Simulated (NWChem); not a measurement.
System: dichloromethane (CH$_{2}$Cl$_{2}$); SMILES ClCCl

NWChem printed, in part:

```
             Northwest Computational Chemistry Package (NWChem) 7.3.0
             --------------------------------------------------------

 C2V symmetry detected

                             Geometry "geometry" -> ""
                             -------------------------

 Output coordinates in angstroms (scale by  1.889725989 to convert to a.u.)

  No.       Tag          Charge          X              Y              Z
 ---- ---------------- ---------- -------------- -------------- --------------
    1 Cl                  17.0000     1.47760100     0.00000000     0.21451429
    2 C                    6.0000     0.00000000     0.00000000    -0.75594371
    3 Cl                  17.0000    -1.47760100     0.00000000     0.21451429
    4 H                    1.0000     0.00000000     0.90149800    -1.37891171
    5 H                    1.0000     0.00000000    -0.90149800    -1.37891171

 Effective nuclear repulsion energy (a.u.)     134.1997189189

      Symmetry information
      --------------------

 Group name             C2v
 Group number             16
 Group order               4
 No. of unique centers     3

                                 NWChem DFT Module
                                 -----------------

 Summary of "ao basis" -> "ao basis" (spherical)
 ------------------------------------------------------------------------------
       Tag                 Description            Shells   Functions and Types
 ---------------- ------------------------------  ------  ---------------------
 Cl                          6-31g*                  8       18   4s3p1d
 C                           6-31g*                  6       14   3s2p1d
 H                           6-31g*                  2        2   2s

      Symmetry analysis of basis
      --------------------------

        a1         22
        a2          6
        b1         16
        b2         10

            General Information
            -------------------
          SCF calculation type: DFT
          Wavefunction type:  closed shell.
          No. of atoms     :     5
          No. of electrons :    42
           Alpha electrons :    21
            Beta electrons :    21
          Charge           :     0
          Spin multiplicity:     1
          Use of symmetry is: on ; symmetry adaption is: on
          Maximum number of iterations: 150
          AO basis - number of functions:    54
                     number of shells:    26
          Convergence on energy requested:  1.00D-06
          Convergence on density requested:  1.00D-05
          Convergence on gradient requested:  5.00D-04

              XC Information
              --------------
                         B3LYP Method XC Potential
                     Hartree-Fock (Exact) Exchange  0.200
                        Slater Exchange Functional  0.800 local
                    Becke 1988 Exchange Functional  0.720 non-local
              Lee-Yang-Parr Correlation Functional  0.810
                  VWN I RPA Correlation Functional  0.190 local

             Grid Information
             ----------------
          Grid used for XC integration:  medium
          Radial quadrature: Mura-Knowles
          Angular quadrature: Lebedev.
          Tag              B.-S. Rad. Rad. Pts. Rad. Cut. Ang. Pts.
          ---              ---------- --------- --------- ---------
          Cl                  1.00       88           9.0       590
          C                   0.70       49           7.0       434
          H                   0.35       45           8.0       434
          Grid pruning is: on
          Number of quadrature shells:   182
          Spatial weights used:  Erf1

      Superposition of Atomic Density Guess
      -------------------------------------

 Sum of atomic energies:        -957.55788466

      Non-variational initial energy
      ------------------------------

 Total energy =    -958.441162
 1-e energy   =   -1588.865673
 2-e energy   =     496.224792
 HOMO         =      -0.345682
 LUMO         =       0.051938

      Symmetry analysis of molecular orbitals - initial
      -------------------------------------------------

  Numbering of irreducible representations:

     1 a1          2 a2          3 b1          4 b2

  Orbital symmetries:

     1 b1          2 a1          3 a1          4 a1          5 b1
     6 a1          7 b1          8 a1          9 b2         10 b1
    11 a2         12 a1         13 b1         14 a1         15 b2
    16 a1         17 b1         18 a2         19 a1         20 b1
    21 b2         22 a1         23 b1         24 a1         25 b2
    26 a1         27 b1         28 a1         29 b1         30 b2
    31 a1

     ---------------------------------------------
      Total Density - Mulliken Population Analysis
     ---------------------------------------------

    Atom       Charge   Shell Charges
 -----------   ------   -------------------------------------------------------
    1 Cl  17    17.21   2.00  2.00  5.98  1.38  3.65  0.54  1.64  0.02
    2 C    6     6.04   2.00  0.66  1.57  0.71  1.05  0.05
    3 Cl  17    17.21   2.00  2.00  5.98  1.38  3.65  0.54  1.64  0.02
    4 H    1     0.77   0.47  0.30
    5 H    1     0.77   0.47  0.30

   convergence    iter        energy       DeltaE   RMS-Dens  Diis-err
 ---------------- ----- ----------------- --------- --------- ---------
 d= 0,ls=0.0,diis     1   -959.6108651312 -1.09D+03  2.24D-02  6.22D-01
 d= 0,ls=0.0,diis     2   -959.5214907228  8.94D-02  1.37D-02  1.35D+00
 d= 0,ls=0.0,diis     3   -959.6876307062 -1.66D-01  1.34D-03  5.30D-03
 d= 0,ls=0.0,diis     4   -959.6883008648 -6.70D-04  3.96D-04  3.51D-04
 d= 0,ls=0.0,diis     5   -959.6883521705 -5.13D-05  4.74D-05  6.37D-06
 d= 0,ls=0.0,diis     6   -959.6883530593 -8.89D-07  1.14D-05  3.59D-07
 d= 0,ls=0.0,diis     7   -959.6883531100 -5.07D-08  1.78D-06  1.30D-08

[...]
```

Level: B3LYP/6-31G* (spherical d). Geometry: optimised at PBE0/def2-SVP.

### Question
Which NWChem input produces such a log?

### Answer
One answer among several that fit: the input that was run:
```
start job
memory heap 200 mb stack 900 mb global 1100 mb
geometry units angstroms noautoz
  Cl     1.477601     0.000000     0.207438
  C      0.000000     0.000000    -0.763020
  Cl    -1.477601     0.000000     0.207438
  H      0.000000     0.901498    -1.385988
  H      0.000000    -0.901498    -1.385988
end
basis spherical
  * library 6-31g*
end
dft
  xc b3lyp
  iterations 150
  mulliken
end
task dft energy
```
